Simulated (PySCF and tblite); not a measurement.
The numbers below are computed, except where a source is named.
Stationary points of C₄H₈FN at B3LYP-D3(BJ)/def2-SVP, in Å:

Structure A

```
 1 F     1.058   -0.388    1.685
 2 C     1.001   -0.498    0.294
 3 C    -0.318   -1.162   -0.082
 4 C    -1.298    0.008    0.029
 5 N    -0.540    1.104   -0.574
 6 C     0.892    0.903   -0.317
 7 H     1.898   -1.051   -0.026
 8 H    -0.549   -2.012    0.575
 9 H    -0.265   -1.518   -1.124
10 H    -2.240   -0.174   -0.514
11 H    -1.550    0.172    1.097
12 H    -0.871    2.022   -0.296
13 H     1.329    1.625    0.396
14 H     1.480    0.967   -1.252
```

Structure B

```
 1 F     1.991   -1.018    0.824
 2 C     1.006   -0.576   -0.039
 3 C    -0.389   -1.034    0.369
 4 C    -1.276   -0.026   -0.372
 5 N    -0.492    1.220   -0.435
 6 C     0.888    0.954   -0.024
 7 H     1.261   -0.945   -1.048
 8 H    -0.476   -0.910    1.462
 9 H    -0.598   -2.085    0.121
10 H    -1.498   -0.393   -1.393
11 H    -2.247    0.127    0.123
12 H    -0.913    1.970    0.102
13 H     1.119    1.287    1.006
14 H     1.623    1.429   -0.697
```

Structure C

```
 1 F     1.205   -0.306    1.653
 2 C     1.001   -0.497    0.283
 3 C    -0.385   -1.113    0.062
 4 C    -1.300    0.116   -0.245
 5 N    -0.481    1.323   -0.073
 6 C     0.881    0.882   -0.369
 7 H     1.835   -1.113   -0.091
 8 H    -0.683   -1.658    0.970
 9 H    -0.370   -1.832   -0.771
10 H    -1.653    0.065   -1.289
11 H    -2.193    0.162    0.395
12 H    -0.508    1.598    0.909
13 H     1.634    1.588    0.008
14 H     1.015    0.786   -1.462
```

The path came from a restrained scan, a climbing-image band and a saddle search at GFN2-xTB; energies are BP86/pcSseg-1 + D3(BJ)//B3LYP-D3(BJ)/def2-SVP, thermal terms GFN2-xTB.

Q: Which structure is a saddle point, and along which motion?

A: B: one imaginary mode (84i cm⁻¹ at GFN2-xTB, mostly on N5, H12, C4), along the inversion of the 5-membered ring (2–3–4–5–6).

Q: Give their symmetry and energies above the lowest.

A: A C1, 1.1 kcal/mol; B C1, 3.9 kcal/mol; C C1, 0.0 kcal/mol.
